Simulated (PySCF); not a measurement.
**Silicon: a sound run and one with changed settings**

Sound run: Si [Ne] 3s2 3p2, Si⁺ [Ne] 3s2 3p1. All numbers are calculated (PySCF 2.14, the non-relativistic Hamiltonian (point nucleus), in aug-cc-pV(D+d)Z (5s4p3d, 32 functions)). In the sound run the correlated levels freeze [Ne]. The sound run starts from symmetry-adapted Hartree-Fock orbitals and uses a fine grid where one is needed.

A second run was set up differently.

```
species   method  sound run (hartree)  changed run (hartree)  converged
     Si      MP2           -288.89823             -288.85620        yes
     Si  CCSD(T)           -288.91972             -288.85907        yes
```

Ionisation energy of Si:

| method | sound run (eV) | changed run (eV) |
| --- | --- | --- |
| UHF | 7.649 | 7.649 |
| MP2 | 7.965 | 7.788 |
| SCS-MP2 | 7.885 | 7.695 |
| CCSD | 7.996 | 7.866 |
| CCSD(T) | 8.014 | 7.866 |
| CCSDT | n/a | 7.866 |
| FCI | n/a | 7.866 |

Task: What was changed?
A. a valence shell is frozen
B. basis contracted for another Hamiltonian
C. minimal basis
D. too few SCF iterations

Result: A. Freezing a valence shell removes pair correlation that changes on ionisation.
